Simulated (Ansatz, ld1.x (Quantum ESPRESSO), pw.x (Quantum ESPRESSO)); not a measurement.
# From atom to crystal: TM potential for Au

```
Element                 : Au
Generator               : ld1.x (Quantum ESPRESSO) 7.5
Type                    : norm-conserving Troullier–Martins (Kleinman–Bylander form)
Functional              : PBEsol
Relativity              : scalar-relativistic
Frozen core             : [Xe] 4f14
Valence charge          : 11
Reference configuration : 5d10 6s1 6p0
Partial waves           : 6s (bound): rc 2.30 bohr; 6p (bound, empty): rc 2.70 bohr; 5d (bound): rc 1.40 bohr
Local potential         : all-electron potential smoothed inside 2.35 bohr (lloc = -1)
Core correction         : a·sin(br)/r model core, default radius (core density twice the valence density)
```

Atomic tests: cutoffs needed: 45 Ry and 80 Ry (the cutoffs (Ry, on a coarse ladder) from which the occupation-weighted sum of valence levels, in a spherical-Bessel basis at the reference potential, stays within 10 and 1 mRy of its value at 400 Ry); ghost test: no extra level below or beside the all-electron valence levels (s, p, d, f tested) (spherical-Bessel basis up to 400 Ry, 20 bohr box); largest excitation error: -689 meV (all-electron minus pseudo) for 5d7 6s0 6p0, out of 7 test configurations.

Crystal test: fcc Au in pw.x 7.5, no spin, 14³ k-points, Fermi–Dirac smearing 0.01 Ry, cutoffs 100/400 Ry. The reference is all-electron LAPW (Ansatz 0.2.0) with the same functional, mesh and smearing; V0 and B0 come from Birch–Murnaghan fits to the pressures at five volumes. Errors are pseudo minus all-electron; Δ is the rms difference of the E(V) curves that follow from these fits, minima aligned, over ±6 % about the mean V0. Mesh and smearing are coarse, so the numbers serve the comparison and aren't converged zero-temperature values; the lattice is a test structure that the element need not adopt.

All-electron: a0 = 4.083 Å (V0 = 17.02 Å³/atom), B0 = 175.2 GPa.

Problem. How far does the potential miss the all-electron equation of state?

Solution. mean pressure error (GPa): +0.82; a0 (Å): 4.089; a0 error (%): +0.16; B0 error (%): -1.6; Δ (meV/atom): 3.0. The logarithmic derivative shows an extra or strongly shifted pseudo pole above the reference energy (s near 1.28 Ry).

```csv
V (Å³/atom),P all-electron (GPa),P pseudo (GPa)
16.240,9.36,10.27
16.668,3.84,4.71
17.095,-0.81,0.00
17.522,-4.72,-3.97
17.950,-8.01,-7.28
```

Problem. At the middle volume, how do free energy and pressure move when the wave cutoff is lowered (ecutrho kept at four times it)?

Solution.

| cutoff (Ry) | shift of F (meV/atom) | shift of P (GPa) |
| --- | --- | --- |
| 45 | +122.1 | -1.11 |
| 60 | +83.3 | -1.71 |
| 80 | +8.0 | -0.97 |

The run at the middle volume (104 k-points, 7 iterations) took about 20 s on one core of a shared host (Intel(R) Xeon(R) Platinum 8488C, 96 threads, 744 GiB, load 37).
